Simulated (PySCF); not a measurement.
SH: from constants to spectrum

UHF-CCSD(T) constants of SH, ²Π (doublet), unpaired electrons π ↑ (PySCF, spin-free X2C with a Gaussian nucleus, basis sets H x2c-TZVPPall, S x2c-TZVPPall; masses 1.0078 and 31.9721 u):

- ωe: 2700.3 cm⁻¹
- ωexe: 49.8 cm⁻¹
- Be: 9.5917 cm⁻¹
- αe: 0.281 cm⁻¹
- De to H + S: 3.67 eV

**Question.** What force constant and bond length do these constants imply?

**Answer.** Reduced mass μred = 0.97703 u; k = 5.8918×10⁻⁷·μred·ωe² (u, cm⁻¹, mdyn/Å) = 4.20 mdyn/Å; Re = √(16.8576/(μred·Be)) (u, cm⁻¹, Å) = 1.341 Å.

**Question.** Estimate the centrifugal constant D from the Kratzer relation and find the Dunham coefficient a1.

**Answer.** D = 4Be³/ωe² = 0.000484 cm⁻¹; a1 = −1 − αeωe/(6Be²) = -2.37.

Correlated steps freeze 5 core orbitals. The state is the lowest determinant that a PBE0 search found; another state may lie lower at other levels.
